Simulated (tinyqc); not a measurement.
Ways to converge the cycle: SCF convergence aids in the sto-3g basis, for H3O+, spin multiplicity 1. Computed by the program tinyqc with PySCF. RHF with one setting changed at a time; a run stops when the energy changes by less than 1e-09 hartree and the error matrix is below 1e-5. The start is the Wolfsberg-Helmholz matrix. Damping d keeps d of the old density; a shift (hartree) raises the virtual levels; DIIS n extrapolates F over n matrices.

Geometry (angstrom):
```
atom        x        y       z
O      0.0000   0.0000  0.1950
H      1.1880   0.0000  0.0000
H     -0.5940   1.0290  0.0000
H     -0.5940  -1.0290  0.0000
```

lowest restricted solution found by these runs and by PySCF = -75.222070 hartree

Largest element of the error matrix X^T (FDS - SDF) X:
```
iteration    plain  damping 0.3  damping 0.6  shift 0.4   DIIS 3   DIIS 8
1          4.3e-01      4.3e-01      4.3e-01    4.3e-01  4.3e-01  4.3e-01
2          1.5e-01      1.3e-01      2.4e-01    1.3e-01  1.5e-01  1.5e-01
3          4.4e-02      7.0e-02      1.4e-01    6.6e-02  3.6e-02  3.6e-02
4          1.4e-02      3.7e-02      9.1e-02    3.1e-02  7.2e-03  7.2e-03
5          4.3e-03      1.9e-02      6.2e-02    1.4e-02  1.1e-03  1.1e-03
6          1.4e-03      9.8e-03      4.8e-02    6.4e-03  5.2e-04  7.9e-05
8          1.8e-04      2.6e-03      2.6e-02    1.9e-03  7.6e-06  2.4e-08
10         4.5e-05      6.8e-04      1.4e-02    8.1e-04        -        -
14               -      8.5e-05      3.9e-03    1.7e-04        -        -
20               -      6.7e-06      5.5e-04    1.7e-05        -        -
30               -            -      3.5e-05          -        -        -
```

How each run ends:
```
run          iterations  E (hartree)         state
plain                13    -75.22207  lowest found
damping 0.3          20    -75.22207  lowest found
damping 0.6          40    -75.22207  lowest found
shift 0.4            22    -75.22207  lowest found
DIIS 3                8    -75.22207  lowest found
DIIS 8                8    -75.22207  lowest found
```

What does the comparison show, and why?

6 of 6 runs reach the lowest restricted solution found, in 8 to 40 iterations (fastest: DIIS 3, DIIS 8). Plain steps already contract here, so damping only slows them. DIIS 3 and DIIS 8 gain by cancelling the error over several earlier matrices, much as a quasi-Newton step does.
